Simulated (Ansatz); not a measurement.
**AlBH2+ (doublet): wave-function methods side by side, def2-QZVPP**

An exercise on one series of results from a longer session: the logs are not shown, and one member is left open.

Method: def2-QZVPP, core rule «outside noble gas», up to 6 orbitals frozen; program: Ansatz 0.2.0, Gaussian basis.

The runs, in order: UHF; ROHF; CCSD(T) on UHF.

2 further runs of the same task are left out: 2 set aside as unsound or not needed.

## The geometry

The geometry is a PBE0/def2-TZVP stationary point (not a proven minimum) of the parent state, kept for this charge and spin.

4 atoms, charge 1, spin multiplicity 2.

Atoms are counted from 1 here; the program's logs count them from 0.

Bond lengths: B1–Al2 2.320 Å, Al2–H3 1.598 Å, Al2–H4 1.598 Å. Angles: B1–Al2–H3 121.2°, B1–Al2–H4 121.2°, H3–Al2–H4 117.7°.

Set-up of the first run:

Input file in.yaml:

```yaml
crystal:
  periodic: [false, false, false]
  atoms:
    - {symbol: B, position_ang: [0.000000, 0.000000, 1.731547]}
    - {symbol: Al, position_ang: [0.000000, 0.000000, -0.588094]}
    - {symbol: H, position_ang: [0.000000, -1.367107, -1.414802]}
    - {symbol: H, position_ang: [0.000000, 1.367107, -1.414802]}
basis:
  gaussian: {orbitals: "def2-QZVPP.json"}
total_charge: 1
magnetization: {spin_polarized: true, initial_magnetization: 1}
hamiltonian: {xc: hf}
output: {orbitals: {seedname: orbitals}}
```

Started as:

```bash
> ansatz run in.yaml --threads 1 --pin off --events-out ev --progress --plain --max-ram 2393MiB
```

Steps of the session up to this table: UHF; ROHF; CCSD(T) on UHF.

One table of the session follows, with a row left open; its other results are not shown here.

It belongs to the step «Misses and costs». 

| method | from UCCSD(T) (kJ/mol) |
| --- | --- |
| ROHF | +406.3 |
| UHF | +397.7 |
| UMP2 | ? |
| UCCSD | +9.0 |
| UCCSD(T) | 0 |

**Question.** Estimate the row for UMP2.

As computed: from UCCSD(T) (kJ/mol): +96.0. In the column «from UCCSD(T) (kJ/mol)» it lies between UCCSD (+9.0) and UHF (+397.7).
